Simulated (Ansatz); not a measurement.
A nudged elastic band was laid between two geometries of AlClH4S (7 atoms, charge 0, multiplicity 1).

The calculation used RKS B3LYP-D4/def2-SVP in Ansatz.

```
movable images  : 5
climbing image  : yes
spring          : 5.0 eV/Å²
optimiser       : quadratic models (default)
start path      : through a guess of the saddle point
force threshold : 0.05 eV/Å
iteration limit : 60
end points      : relaxed
```

Initial state:

```xyz
7
Properties=species:S:1:pos:R:3
Al -0.001 -0.007 0.068
Cl -0.565 0.497 2.079
H 1.526 0.186 -0.295
H -1.164 0.010 -1.005
S 0.078 -2.587 0.402
H -1.117 -2.676 1.034
H 0.765 -2.546 1.569
```

Final state:

```xyz
7
Properties=species:S:1:pos:R:3
Al 0.109 -0.450 -0.177
Cl -0.051 -0.017 2.380
H 1.507 0.189 -0.521
H -1.302 0.024 -0.700
S 0.254 -2.650 0.425
H -1.079 -2.880 0.369
H 0.083 -1.340 2.076
```

(1) What changes between the two ends?

(2) What energy profile does the band end with?

Results:

(1) Bonds broken: S5–H7. Bonds formed: Cl2–H7.

(2) The run converged. The highest image is number 6 of 0 to 6, 0.79 eV above the first end and 0.00 eV above the last; the last end lies 0.79 eV above the first. The highest image is an end point: on this band no image between the ends rises above it. A vibrational analysis next to that end finds imaginary modes (87i cm⁻¹), so it isn't a minimum. The orbitals stay closed-shell, which can raise the energy where a bond breaks towards radicals; this wasn't checked here.

```
image  path coordinate (Å)  energy (eV)  S5–H7 (Å)  Cl2–H7 (Å)
    0                 0.00         0.00       1.35        3.36
    1                 0.48         0.00       1.35        3.14
    2                 0.96         0.01       1.36        2.90
    3                 1.44         0.09       1.37        2.35
    4                 1.92         0.51       1.54        1.79
    5                 2.40         0.79       2.05        1.38
    6                 2.46         0.79       2.11        1.36
```

The run took 2.8 min on 1 thread of Arm Neoverse V1, with other jobs on the host, peak memory 0.14 GiB.
